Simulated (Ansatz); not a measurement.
Task: Name a neutral molecule of C, Si and H with HOMO energy (PBE0/def2-TZVPP) between -9.35 and -9.05 eV and LUMO energy (PBE0/def2-TZVPP) between 0.60 and 0.90 eV (Ansatz, PBE0-D4/def2-TZVP geometry).

Result: `C[SiH3]` (-9.23 eV, 0.69 eV). Other molecules can fit too; these were computed, each in one conformer that needn't be the lowest.
